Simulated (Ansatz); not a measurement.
## Isomers

Structures of CH4OSi, closed shell, relaxed at PBE0-D4/def2-TZVP (vibrations not checked; lower isomers may exist, and structures with a doubtful reference or unclear bonds are left out). Ansatz 0.2.0; basis: def2-TZVPP; cores frozen in the correlated methods. B3LYP uses VWN-RPA correlation.

Problem. Rank them by CCSD(T) energy, lowest first, and give each one's height above the lowest. Links in brackets join atoms within 1.22 times the sum of their covalent radii (1.1 for two metals). (Judge from chemistry; the value comes from the calculation.)
A.
CH₄OSi ([CH3][Si][OH])
```
7
angstrom
C -0.5234 0.4551 -0.2392
Si 1.1897 -0.1562 0.2667
O 1.2697 -1.4302 -0.7994
H -0.5552 0.6422 -1.3183
H -1.2628 -0.3272 -0.0288
H -0.8177 1.3638 0.2899
H 2.0830 -1.9371 -0.7400
```
B.
a complex of CH₂OSi ([CH2][Si][O]) + H₂
```
7
angstrom
C -0.5878 0.5300 0.0402
Si 0.8339 -0.2865 -0.3290
O 2.0957 -0.9409 -0.8437
H 1.2953 -1.3916 1.6278
H -1.0359 0.4465 1.0202
H -1.0598 1.1536 -0.7074
H 0.6611 -1.0866 1.9037
```
C.
CH₄OSi ([CH2]1[O][SiH2]1)
```
7
angstrom
C -0.5851 -0.2800 -0.6831
O -0.0377 -1.1601 0.3635
Si 0.5287 0.3887 0.5688
H -1.6643 -0.1600 -0.6140
H -0.2369 -0.5405 -1.6805
H 0.0307 1.1337 1.7452
H 1.9646 0.6182 0.3002
```
D.
CH₄OSi ([CH2][SiH][OH])
```
7
angstrom
C 0.7184 -0.9612 -0.1442
Si 0.0891 0.5352 0.3237
O -1.3639 1.1717 -0.0628
H 0.2107 -1.6835 -0.7709
H -1.9436 0.6494 -0.6210
H 0.7768 1.5181 1.1749
H 1.7083 -1.2405 0.1994
```

Solution. By the calculation: A (0.000 eV), D (0.533 eV), C (1.129 eV), B (2.855 eV). Heights count from the lowest.

Problem. Do PBE-D4, r2SCAN-D4, PBE0-D4, B3LYP-D4, wB97M-V, HF, MP2 give the same order? (A judgement: the text doesn't fix the answer.)

Solution. The calculation gives: All do.

T1 diagnostic: at most 0.020. The restricted Hartree–Fock reference is unstable towards an unrestricted one at one or more of these structures.

For scale, one of the runs: CCSD(T)/def2-TZVPP, 160 basis functions, launched by `ansatz run in.yaml --threads 2 --pin off --events-out ev --progress --plain --max-ram 4352MiB`. Hardware: 2 CPU threads of an Arm Neoverse V2, shared host. Wall time 17 s; peak host memory 1.1 GiB.
